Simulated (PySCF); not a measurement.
## Dipole moment and polarisability across levels of theory

Compound: SiH4.
Structure used (PBE0-D3(BJ)/def2-SVP), in Å, numbered top down from 1:
```xyz
5
SiH4 angstrom
Si     0.0186   -0.0207   -0.0194
H     -0.1754    1.2070   -0.8463
H     -0.7291    0.1209    1.2649
H      1.4723   -0.2027    0.2677
H     -0.4943   -1.2092   -0.7634
```

PySCF, dipoles from the SCF density, polarisabilities from static response with core orbitals frozen. Geometry: PBE0-D3(BJ)/def2-SVP; no solvent, vibrations or thermal averaging.

Problem. How do dipole and polarisability depend on functional and basis here?

Solution. 

```csv
level,α (Å³),error (%),anisotropy (Å³)
LDA/def2-SVPD,5.04,+5.6,0.00
PBE/def2-SVPD,4.87,+2.0,0.00
B3LYP/def2-SVPD,4.74,-0.8,0.00
PBE0/def2-SVPD,4.73,-0.9,0.00
BHandHLYP/def2-SVPD,4.59,-3.9,0.00
CAM-B3LYP/def2-SVPD,4.70,-1.6,0.00
wB97X-D/def2-SVPD,4.72,-1.1,0.00
LC-wPBE/def2-SVPD,4.62,-3.2,0.00
HF/def2-SVPD,4.43,-7.3,0.00
PBE0/6-31G*,3.37,-29.4,0.00
PBE0/6-31+G*,3.66,-23.3,0.00
PBE0/def2-SVP,3.93,-17.6,0.00
PBE0/def2-TZVP,4.39,-8.1,0.00
PBE0/aug-cc-pVDZ,4.82,+0.8,0.00
PBE0/def2-TZVPD,4.77,-0.1,0.00
PBE0/aug-cc-pVTZ,4.82,+0.8,0.00
```

Reference polarisability: 4.777 Å³ (measured, gas; NIST CCCBDB Release 22 (SRD 101), experimental polarizabilities). Reference polarisability: 4.589 Å³ (computed, CCSD(T)/CBS, static electronic, isotropic average, equilibrium geometry, gas; Hait, Head-Gordon, Phys. Chem. Chem. Phys. 20 (2018) 19800). Errors are taken against the first value of each kind. The anisotropy is √(½[(α1 − α2)² + (α2 − α3)² + (α3 − α1)²]). For the polarisability, the smallest error is 0.1% (PBE0/def2-TZVPD) and the largest 29.4% (PBE0/6-31G*). The dipole stays under 0.05 D at every level. In one basis (def2-SVPD) the functionals order the polarisability from HF (lowest) to LDA (highest), a spread of 14%. With PBE0 the polarisability is 3.90 Å³ without diffuse functions (mean of 6-31G*, def2-SVP and def2-TZVP) and 4.56 Å³ with them (mean of 6-31+G*, def2-SVPD, aug-cc-pVDZ, def2-TZVPD and aug-cc-pVTZ). Measured values can belong to vibrating molecules; the computed ones are for one fixed geometry.
